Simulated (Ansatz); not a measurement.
# USVWN5/3-21G run of BH2 (boron dihydride)

What is the energy change on altering one bond length of BH2 (boron dihydride) at USVWN5/3-21G? 

The calculation is run with Ansatz 0.2.0.

58 further runs of the same task are left out: 58 set aside as unsound or not needed.

## Step 1: The structure to begin with

BH2: 3 atoms, total charge 0, spin state doublet. SMILES: `[BH2]`. Geometry: relaxed at GFN2-xTB.

Bond lengths: B1–H2 1.159 Å, B1–H3 1.159 Å. Angles: H2–B1–H3 128.4°.

## Step 2: The energy at USVWN5/3-21G

input.yaml

```yaml
crystal:
  periodic: [false, false, false]
  atoms:
    - {symbol: B, position_ang: [0.262840, -0.166230, 0.128640]}
    - {symbol: H, position_ang: [0.280020, 0.985320, 0.260980]}
    - {symbol: H, position_ang: [-0.542860, -0.819090, -0.389630]}
basis:
  gaussian:
    orbitals: 3-21G.json
accuracy: high
hamiltonian:
  xc: {name: SVWN5}
magnetization:
  spin_polarized: true
  initial_magnetization: 1
```

The basis set 3-21G is read from a file made from the Basis Set Exchange's data (not shown).

Launch:

```bash
$ ansatz run input.yaml --threads 1 --pin off --max-ram 2610MiB --events-out events.jsonl --progress --plain --runs-dir runs
```

Log:

```text
Warning: RAYON_NUM_THREADS=1 ignored (pool sized by the plan → 1); use --threads N
Functional definition: SVWN5
  name "SVWN5"
  exchange = slater_x
  correlation = vwn5_c
250 factors; integrals over basis functions are off by at most 1.0e-8 eV
mean field evaluation 1: about -692.1040 eV, gradient 7.4e0 eV
mean field evaluation 2: about -692.4016 eV, gradient 4.3e0 eV
mean field evaluation 4: about -692.5406 eV, gradient 4.3e-2 eV
mean field evaluation 8: about -692.5214 eV, gradient 1.0e-3 eV
mean field evaluation 16: about -691.4084 eV, gradient 2.3e0 eV
mean field -692.52143408 eV, -25.4496932944 hartree, gradient 1.3e-8 eV, S^2 0.750825; 3 other end points of the search recorded, 0 dependent functions left out
reference -692.52143579 eV, -25.4496933573 hartree; 4, 3 occupied and 9, 10 virtual orbitals, 250 factors
Total energy: -692.52143579 eV, -25.4496933573 hartree
```

Run time: 0.54 s. Hardware: 1 thread of Arm Neoverse V1, shared host.

## Step 3: The distorted shape, same level

in.yaml

```yaml
basis:
  gaussian:
    orbitals: 3-21G.json
crystal:
  periodic: [false, false, false]
  atoms:
    - {symbol: B, position_ang: [0.464245, -0.003031, 0.258195]}
    - {symbol: H, position_ang: [0.481425, 1.148519, 0.390535]}
    - {symbol: H, position_ang: [-0.542860, -0.819090, -0.389630]}
magnetization:
  spin_polarized: true
  initial_magnetization: 1
hamiltonian:
  xc: {name: SVWN5}
accuracy: high
```

The basis set 3-21G is read from a file made from the Basis Set Exchange's data (not shown).

Launch:

```bash
$ ansatz run in.yaml --threads 1 --pin off --max-ram 2610MiB --events-out events.jsonl --progress --plain --runs-dir runs
```

Log:

```text
Warning: RAYON_NUM_THREADS=1 ignored (pool sized by the plan → 1); use --threads N
Functional definition: SVWN5
  name "SVWN5"
  exchange = slater_x
  correlation = vwn5_c
249 factors; integrals over basis functions are off by at most 3.5e-9 eV
mean field evaluation 1: about -691.8413 eV, gradient 5.9e0 eV
mean field evaluation 2: about -691.9826 eV, gradient 4.1e0 eV
mean field evaluation 4: about -692.1202 eV, gradient 5.6e-2 eV
mean field evaluation 8: about -692.1031 eV, gradient 1.0e-3 eV
mean field evaluation 16: about -692.1031 eV, gradient 2.5e-8 eV
mean field -692.10308171 eV, -25.4343191284 hartree, gradient 1.7e-8 eV, S^2 0.751001; 0 other end points of the search recorded, 0 dependent functions left out
reference -692.10308337 eV, -25.4343191896 hartree; 4, 3 occupied and 9, 10 virtual orbitals, 249 factors
Total energy: -692.10308337 eV, -25.4343191896 hartree
```

Run time: 0.38 s. Hardware: 1 thread of Arm Neoverse V1, shared host.

## Step 4: Results

At USVWN5/3-21G:

| quantity | value |
| --- | --- |
| first shape: total energy | -25.44969 Eh |
| first shape: ⟨S²⟩ | 0.751 |
| distorted shape: total energy | -25.43432 Eh |
| distorted shape: ⟨S²⟩ | 0.751 |
| energy change with the B1–H3 bond stretched from 1.159 to 1.449 Å | 0.418 eV |

What this shows: With the B1–H3 bond stretched from 1.159 to 1.449 Å the energy rises by 0.42 eV (40.4 kJ/mol). The first shape isn't relaxed at this level, so the change isn't measured from a minimum.
